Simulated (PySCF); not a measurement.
**Working with the constants of NO**

ROHF-CCSD(T) constants of NO, ²Π (doublet), unpaired electrons π ↑ (PySCF, no relativity, basis sets N 6-31G(d,p), O 6-31G(d,p); masses 14.0031 and 15.9949 u):

```
ωe              : 1896.0 cm⁻¹
ωexe            : 14.1 cm⁻¹
Be              : 1.6398 cm⁻¹
αe              : 0.0169 cm⁻¹
D (centrifugal) : 4.91e-06 cm⁻¹
De to N + O     : 5.67 eV
```

(1) Give the vibrational terms G(v) and spacings up to v = 6.

(2) How well does the Morse estimate ωe²/(4ωexe) reproduce De, and what is D0?

Correlated steps freeze 2 core orbitals. Correlated levels converge slowly with the basis: in double zeta they bind strong bonds too weakly, by up to about 1 eV, and carry superposition errors of some tenths. The state was picked by a PBE0 search and need not be the measured ground state.

Results:

(1) G(v) = ωe(v+½) − ωexe(v+½)².

```
v  G(v) (cm⁻¹)  G(v) − G(v−1)  Bv (cm⁻¹)
0        944.5                     1.631
1       2812.3         1867.8      1.614
2       4651.9         1839.6      1.598
3       6463.3         1811.4      1.581
4       8246.5         1783.2      1.564
5      10001.5         1755.0      1.547
6      11728.3         1726.8      1.530
```

(2) It gives 7.90 eV, 139 % of the computed De. D0 = De − G(0) = 5.67 − 0.12 = 5.55 eV.
